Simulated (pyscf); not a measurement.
GeH₄ + HF → F–GeH₃ + H₂, a four-centre exchange (singlet surface; Ge–H, F–H broken, F–Ge, H–H formed). Single points on ωB97X-D3(BJ)/def2-SVP structures (PySCF, gas phase). Energies in kJ/mol from the separated reactants.

AM1 to PM7: differences of heats of formation from MOPAC, which are fitted to 298 K values and so differ in kind from electronic energies by zero-point and thermal terms. 

Q: Quick PM6 single points give ΔE‡ = 194.6 kJ/mol and ΔE = -127.1 kJ/mol. What does ωB97M-D3(BJ)/def2-TZVP give, and how far is the quick result from it?

A: ωB97M-D3(BJ)/def2-TZVP gives ΔE‡ = 160.7 kJ/mol and ΔE = -36.3 kJ/mol. PM6 lies 34.0 kJ/mol over it in the barrier and 90.8 kJ/mol under it in the reaction energy, so on this step it does not hold to within 12.6 kJ/mol. ωB97M-D3(BJ)/def2-TZVP has limits of its own. One saddle was located; it need not be the lowest between these sides. In the def2 sets elements up to Kr have no core potential.
